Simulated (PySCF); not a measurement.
Ligands exchanged one at a time, Si Cl-Br. Gas-phase values, no solvent. Strings in code marks are SMILES.

Method: PySCF with B3LYP-D3(BJ)/def2-TZVP. B3LYP has the VWN-RPA correlation part, as in Gaussian. Excitations are Tamm–Dancoff values on a coarser integration grid. The basis has no diffuse functions, so Rydberg states are missing or too high.

```tsv
species	HOMO (eV)	HOMO–LUMO gap (eV)	S1–T1 gap (TDA) (eV)	S1 oscillator strength	S1 excitation (TDA) (eV)
0 of 4 Cl replaced by Br (`Cl[Si](Cl)(Cl)Cl`)	-9.25	8.25	–	0.000	7.13
1 of 4 Cl replaced by Br	-8.77	7.43	0.44	0.006	6.36
2 of 4 Cl replaced by Br	-8.54	6.92	0.41	0.007	(withheld)
3 of 4 Cl replaced by Br	-8.43	6.57	0.36	(withheld)	(withheld)
4 of 4 Cl replaced by Br (`Br[Si](Br)(Br)Br`)	-8.42	(withheld)	–	(withheld)	5.36
```

Problem. Complete the blanks.

Solution. 
- 2 of 4 Cl replaced by Br, S1 excitation (TDA) (eV): 5.89
- 3 of 4 Cl replaced by Br, S1 oscillator strength: 0.000
- 3 of 4 Cl replaced by Br, S1 excitation (TDA) (eV): 5.56
- 4 of 4 Cl replaced by Br (`Br[Si](Br)(Br)Br`), HOMO–LUMO gap (eV): 6.35
- 4 of 4 Cl replaced by Br (`Br[Si](Br)(Br)Br`), S1 oscillator strength: 0.000
